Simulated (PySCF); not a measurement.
`c1c([O-])occ1`, [C$_{4}$H$_{3}$O$_{2}$]-, charge -1

Geometry:
| atom | x (Å) | y (Å) | z (Å) |
| --- | --- | --- | --- |
| O1 | 2.389 | -0.332 | 0.290 |
| C2 | 1.178 | -0.155 | 0.133 |
| C3 | 0.345 | 0.950 | -0.103 |
| C4 | -0.996 | 0.485 | -0.190 |
| C5 | -0.968 | -0.859 | -0.012 |
| O6 | 0.316 | -1.284 | 0.185 |
| H7 | 0.700 | 1.965 | -0.197 |
| H8 | -1.886 | 1.077 | -0.365 |
| H9 | -1.739 | -1.614 | 0.003 |

Total charge -1.

Computed with quadratic response CAM-B3LYP/def2-TZVPD first hyperpolarisability, Taylor convention, gas phase (PySCF). Geometry: PBE0-D3(BJ)/def2-TZVP.

For a gas-phase anion, states above the detachment energy (about 1.0 eV, taken as minus the energy of the highest occupied orbital) lie in the continuum and depend on the basis.

(1) Give the tensor of the second harmonic β(−2ω;ω,ω) at 1907 nm in the axes of these coordinates.

Answers

(1) In au, Taylor convention; rows are the first index (the induced dipole):
```csv
,xx,yy,zz,xy,xz,yz
x,+269.6,+114.3,+221.6,+181.7,-47.7,+31.3
y,+181.8,-0.1,+37.2,+113.7,+35.3,+22.5
z,-50.3,+23.5,+65.6,+34.4,+244.5,+44.4
```
Norm of βᵢ = ⅓ Σⱼ (βᵢⱼⱼ + βⱼᵢⱼ + βⱼⱼᵢ): 660.6 au, hyper-Rayleigh value 266.6 au.
